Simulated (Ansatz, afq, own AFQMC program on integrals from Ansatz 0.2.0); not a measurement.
Integrals from Ansatz 0.2.0, then the random walk in our own AFQMC program (afq).

```yaml
crystal:
  periodic: [false, false, false]
  atoms:
    - {symbol: C, position_ang: [0.000000, 0.000000, 0.000000]}
    - {symbol: H, position_ang: [0.364650, 0.749992, 0.747980]}
    - {symbol: H, position_ang: [-0.374199, -0.745045, 0.748208]}
    - {symbol: H, position_ang: [-0.362222, 0.746225, -0.752912]}
    - {symbol: H, position_ang: [0.371770, -0.751172, -0.743276]}
basis:
  gaussian: {orbitals: cc-pVDZ}
total_charge: 1
magnetization: {spin_polarized: true, initial_magnetization: 1}
correlation: {method: ccsd_t, electrons: outside_noble_gas, hamiltonian_folder: ham}
```

```sh
$ ansatz run in.yaml --threads 1 --pin off --events-out ev --progress --plain --max-ram 1843MiB
```

afq runs on the folder ham with

```
--method free --trial cisd --walkers 60 --time-step 0.03 --max-blocks 80 --target-error 0.00032 --factor-cut 1e-05 --seed 3015 --times 0,0.3,0.6,1.2,1.8,2.4,3.6,4.8,6 --taylor-order 8
```

Times are imaginary, in 1/Eh. The walk had a cap of 689 s.

Output of the walk:

```
orbitals 33  electrons 4 3  factors 259 of 301
reference energy -39.76112717 Eh
CCSD correlation -0.15809439 Eh in 9 cycles, weight of the determinant in the CISD state 0.9358
repeat  energy at the last time / Eh  error
    10  -39.923715  0.001310
    20  -39.923979  0.000800
    30  -39.923563  0.000586
    40  -39.923669  0.000460
    50  -39.923432  0.000374
    60  -39.923337  0.000341
    70  -39.923304  0.000308
time / (1/Eh)  energy / Eh  error  mean overlap
  0.00  -39.919244  0.000059  1.0689
  0.30  -39.921777  0.000107  1.0716
  0.60  -39.922658  0.000106  1.0748
  1.20  -39.923068  0.000124  1.0726
  1.80  -39.923314  0.000147  1.0679
  2.40  -39.923315  0.000170  1.0565
  3.60  -39.923081  0.000181  1.0420
  4.80  -39.923204  0.000348  1.0692
  6.00  -39.923352  0.000307  1.0485
energy -39.923352 +/- 0.000307 Eh
```

The run passed its tests (error under three times the target), which doesn't prove that it has relaxed.

Against this walk (error 8.4 meV) on the same determinant: CCSD(T) 22.8 meV higher, CCSDT(Q) 4.5 meV higher (within the noise). The error is statistical, and a free projection of finite length keeps a remainder of its start.

Cautions: remainder of the start not in the error.

The walk took 2.6 min on 1 thread of Arm Neoverse V1, on a shared host. The log's last line is the free-projection energy.

CCSDT and higher add their correlation energy to the determinant of the CCSD(T) run, since their own runs factorise the integrals more tightly (a shift of under 2 meV). A walk keeps the symmetry of its determinant, which the program's search chose and which needn't be the lowest solution, so a lower state of the same spin and another symmetry isn't excluded.
